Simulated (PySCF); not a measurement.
Estimate the missing entries of this data sheet.

Compound: PF (triplet state).
SMILES with atom numbers: `[F:1][P:2]`

```csv
property,level,value
point group,PBE0-D3(BJ)/def2-SVP,C∞v
rotational constant B (linear),PBE0-D3(BJ)/def2-SVP,?
dipole moment,PBE0-D3(BJ)/def2-SVP,?
isotropic g value,"unrestricted B3LYP/IGLO-III, mean-field spin–orbit",?
spin squared ⟨S²⟩,unrestricted B3LYP/IGLO-III,?
largest isotropic hyperfine couplings (means over sets of like nuclei),"unrestricted B3LYP/IGLO-III, mean-field spin–orbit","19F +79.8 (F1), 31P +50.8 (P2) MHz"
zero-field splitting D,"unrestricted B3LYP/IGLO-III, mean-field spin–orbit",?
```

Gas-phase values; electronic properties from PySCF, density fitting. Isolated species at its PBE0-D3(BJ)/def2-SVP geometry, gas phase.

Give the rotational constant B (linear).

16.394 GHz.

The isotropic g value?

2.00139.

The dipole moment?

1.10 D.

The zero-field splitting D?

6.173 cm⁻¹.

Give the spin squared ⟨S²⟩.

2.005.

g_iso is shifted by about -930 ppm from the free-electron value 2.002319. A dipole of 1.10 D is allowed in C∞v, and pure rotational transitions are dipole-allowed. B corresponds to 0.5469 cm⁻¹ (most abundant isotopes). The dipole matches unit charges of opposite sign 0.23 Å apart (1 e·Å = 4.8032 D).
